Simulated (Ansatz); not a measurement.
Steps of a relaxation of `F[CH2][AlH2]` with RKS PBE0-D4/def2-TZVP.

```sh
$ ansatz run in.yaml --threads 2 --pin off --events-out ev --progress --plain --max-ram 4352MiB
```

```yaml
crystal:
  periodic: [false, false, false]
  atoms:
    - {symbol: F, position_ang: [-1.752213, 0.333398, -0.650104]}
    - {symbol: C, position_ang: [-0.620102, -0.463331, -0.439621]}
    - {symbol: Al, position_ang: [0.819816, 0.517869, 0.530477]}
    - {symbol: H, position_ang: [-0.253988, -0.842902, -1.426735]}
    - {symbol: H, position_ang: [-0.922943, -1.384996, 0.118587]}
    - {symbol: H, position_ang: [0.605291, 2.037080, 0.981771]}
    - {symbol: H, position_ang: [2.185339, -0.265219, 0.839926]}
basis:
  gaussian: {orbitals: def2-TZVP}
hamiltonian: {xc: pbe0, dispersion: d4}
relax: {f_tol: 0.005, max_steps: 150}
```

Positions (Å) and forces (eV/Å) along the path, 6 of 6 steps:

```xyz
7
step=1 energy=-10409.6954 eV
F    -1.752    0.333   -0.650    0.192   -0.244   -0.002
C    -0.620   -0.463   -0.440    0.226   -0.529   -0.086
Al    0.820    0.518    0.530   -0.010    0.047    0.014
H    -0.254   -0.843   -1.427   -0.294    0.288    0.478
H    -0.923   -1.385    0.119    0.038    0.558   -0.293
H     0.605    2.037    0.982    0.031   -0.201   -0.059
H     2.185   -0.265    0.840   -0.185    0.081   -0.051
7
step=2 energy=-10409.7153 eV
F    -1.742    0.319   -0.651   -0.028    0.005   -0.010
C    -0.608   -0.465   -0.435    0.077   -0.229   -0.045
Al    0.818    0.522    0.531   -0.029   -0.030   -0.023
H    -0.258   -0.833   -1.417   -0.057    0.091    0.166
H    -0.922   -1.372    0.115    0.048    0.177   -0.078
H     0.607    2.028    0.979    0.004   -0.027   -0.008
H     2.166   -0.266    0.832   -0.015    0.014   -0.001
7
step=3 energy=-10409.7169 eV
F    -1.744    0.316   -0.652   -0.021    0.018   -0.003
C    -0.607   -0.466   -0.434    0.035   -0.022    0.008
Al    0.817    0.518    0.529   -0.007    0.008    0.000
H    -0.257   -0.827   -1.411    0.000    0.001   -0.012
H    -0.918   -1.364    0.115   -0.008   -0.006    0.006
H     0.606    2.022    0.975    0.002    0.006    0.003
H     2.165   -0.266    0.832    0.000   -0.005   -0.001
7
step=4 energy=-10409.7169 eV
F    -1.743    0.316   -0.651   -0.020    0.012   -0.004
C    -0.606   -0.467   -0.434    0.022   -0.012    0.005
Al    0.816    0.519    0.530    0.000    0.000    0.000
H    -0.257   -0.827   -1.412    0.000    0.001   -0.003
H    -0.918   -1.365    0.115   -0.002   -0.001    0.001
H     0.607    2.023    0.976    0.000    0.000    0.000
H     2.163   -0.267    0.831    0.001    0.000    0.001
7
step=5 energy=-10409.7169 eV
F    -1.744    0.316   -0.651    0.010   -0.003    0.004
C    -0.606   -0.467   -0.434   -0.014    0.000   -0.006
Al    0.816    0.519    0.530    0.000    0.002    0.001
H    -0.257   -0.827   -1.412    0.001    0.000    0.002
H    -0.918   -1.366    0.115    0.002    0.001    0.000
H     0.607    2.024    0.975    0.000    0.000    0.000
H     2.164   -0.267    0.832    0.000    0.000    0.000
7
step=6 energy=-10409.7169 eV
F    -1.744    0.316   -0.650    0.000    0.000    0.000
C    -0.606   -0.467   -0.434    0.001    0.000    0.001
Al    0.816    0.519    0.530    0.000   -0.001    0.000
H    -0.257   -0.827   -1.412   -0.001    0.000    0.000
H    -0.918   -1.366    0.115    0.000    0.000    0.000
H     0.607    2.024    0.975    0.000    0.000    0.000
H     2.163   -0.267    0.832    0.000    0.000    0.000
```

Run time 11 s (2 threads of an Arm Neoverse V1 on a shared host); peak host memory 0.19 GiB.
